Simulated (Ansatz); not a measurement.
Relaxation of BH$_{4}$N (6 atoms, charge 0, multiplicity 1), to a largest force component of 0.02 eV/Å in at most 40 steps.

Theory: RKS LDA/def2-mTZVP in Ansatz.

```xyz
6
Properties=species:S:1:pos:R:3
B 0.000 0.000 0.000
H 0.000 0.000 1.190
H 1.030 0.000 -0.595
N -1.342 0.000 -0.775
H -2.011 -0.816 -0.676
H -1.591 0.816 -1.404
```

Q: Where does it end, and by what steps?

A: It converged. After 6 steps the energy has fallen by 1.558 eV; H5 moved furthest, 0.57 Å.

```csv
step,energy less start (eV),largest force component (eV/Å),accepted
0,0.0000,3.071,yes
1,-0.8246,1.915,yes
2,-1.3218,2.578,yes
3,-1.5525,0.480,yes
4,-1.5573,0.147,yes
5,-1.5577,0.127,yes
6,-1.5581,0.007,yes
```

```xyz
6
Properties=species:S:1:pos:R:3
B -0.059 0.000 -0.034
H -0.033 -0.459 1.079
H 0.918 0.459 -0.568
N -1.255 0.000 -0.725
H -2.125 -0.374 -0.344
H -1.360 0.374 -1.668
```

Whether the end is a true minimum wasn't checked by a vibrational analysis.

The run took 4.9 s on 1 thread of Arm Neoverse V1, on a shared host, peak memory 0.1 GiB.
